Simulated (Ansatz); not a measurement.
Compare A (`C=C(O)C=N`) with its isomer B (`NC1=COC1`).

Computed with Ansatz on PBE0-D4/def2-TZVP structures; ΔE is electronic, products minus reactants. CBS: MP2 limit from def2 TZ/QZ plus the TZ coupled-cluster correction, frozen cores. DFT in def2-TZVPP. B3LYP here is the variant with VWN-RPA as its local correlation; programs differ in this. Each species was taken in one conformer, which may not be the lowest.

(1) Which is lower in electronic energy at CCSD(T)/CBS, and by how much? (Estimate.)

(2) Give E(B) − E(A) in kJ/mol with CCSD(T)/def2-TZVPP, BLYP-D4, B3LYP, PBE-D4, HF/def2-TZVPP, B2PLYP, ωB97M-V. (Best estimate.)

(3) Does the order hold for the free energy at 298.15 K (harmonic terms from PBE0-D4)? (Estimate.)

Largest T1 diagnostic: 0.013.

Results:

(1) The calculation gave: A, by 132.8 kJ/mol.

(2) Computed: CCSD(T)/def2-TZVPP 134.1, BLYP-D4 147.1, B3LYP 139.9, PBE-D4 124.8, HF/def2-TZVPP 145.1, B2PLYP 137.8, ωB97M-V 126.8. None reverses the order clearly.

(3) Computed: Yes: G(B) − G(A) = +134.4 kJ/mol, for one conformer each.

At CCSD(T), def2-SVP lies +3.7 kJ/mol from the extrapolated value and def2-TZVPP +1.3 kJ/mol. In def2-TZVPP, CCSD(T) changes the Hartree–Fock value by −11.0 kJ/mol (the triples alone add +1.9 kJ/mol) and MP2 by −16.4 kJ/mol.
